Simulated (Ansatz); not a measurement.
C₄H₅F, SMILES `CC1=CC1F`. The species carries charge 0 and has multiplicity 1.

```xyz
10

C    -1.2669    0.0886   -0.7745
C     0.0608   -0.0292   -0.1599
C     1.2962   -0.4426   -0.1768
C     0.8609    0.2456    1.0306
F     0.6162   -0.5074    2.1774
H    -2.0110   -0.4057   -0.1447
H    -1.5597    1.1394   -0.8503
H    -1.2928   -0.3604   -1.7682
H     2.0976   -0.9591   -0.6793
H     1.1985    1.2309    1.3456
```

**Question.** Give the diagnostics of a CCSD(T)/def2-TZVPP run (frozen core, the Gaussian-basis code of Ansatz). (Estimate.)

**Answer.** Computed: T1 = 0.0107, largest single amplitude 0.008, largest double 0.074, (T) share of the correlation energy 4.0 %, 9 CCSD cycles. The RHF solution is stable towards an unrestricted one. T1 lies under the customary mark of 0.02 for closed shells.
